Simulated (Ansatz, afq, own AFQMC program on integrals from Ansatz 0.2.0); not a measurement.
SiNH₃, singlet: AFQMC among the cluster methods

```yaml
atoms:
  - { symbol: Si, position_ang: [0.0000, -0.0859, 0.6872] }
  - { symbol: N, position_ang: [0.0000, 0.0581, -1.1912] }
  - { symbol: H, position_ang: [0.0000, 1.4295, 0.9132] }
  - { symbol: H, position_ang: [0.0000, 0.9139, -1.7239] }
  - { symbol: H, position_ang: [0.0000, -0.7569, -1.7847] }
```

Connectivity, by distances: SiH–NH2.

Basis cc-pVDZ. Noble-gas cores (and the filled d shells of Ga–Kr and In–Xe) are frozen. Ansatz 0.2.0 and our own AFQMC program on the same integrals; the CISD trial comes from CCSD amplitudes, and released means the phaseless constraint is let go. Error bars are statistical, one sigma.

Determinant: RHF, the one that the program's search chose, which needn't be the lowest solution. The geometry is a point of a scan.

No full CI on the walks' own integrals is used here; CCSDT(Q) serves as the reference and is uncertain by about the last step of the cluster series.

Cautions: higher spins were not checked; raised T1 diagnostic (T1 0.023, weight of the determinant 0.86, largest double 0.08).

The T1 diagnostic is 0.0232. The weight of the determinant in the CISD state is 0.862 and the size of the correlated space is 12 electrons in 41 orbitals.

Reference: CCSDT(Q), correlation energy -8.300 eV. The released energy is read at 2.40 1/Eh (meV from the phaseless value at times in 1/Eh: -10 ± 21 at 0.24, -10 ± 19 at 0.51, -4 ± 16 at 0.99, -41 ± 23 at 1.62, -16 ± 25 at 2.40).

```tsv
level	E − E(reference) (kJ/mol)	share of correlation (%)
HF	800.8	0.00
MP2	107.7	86.56
CCSD	28.6	96.43
CCSD(T)	4.7	99.41
CCSDT	2.4	99.70
ph-AFQMC/CISD	2.2 ± 1.6	99.72
released AFQMC	0.7 ± 2.4	99.91
```

A walk keeps the symmetry of its determinant, which the program's search chose and which needn't be the lowest solution, so a lower state of the same spin and another symmetry isn't excluded. Released energies are given only where the last usable release times agree within the noise; a slower fall can still hide under it.
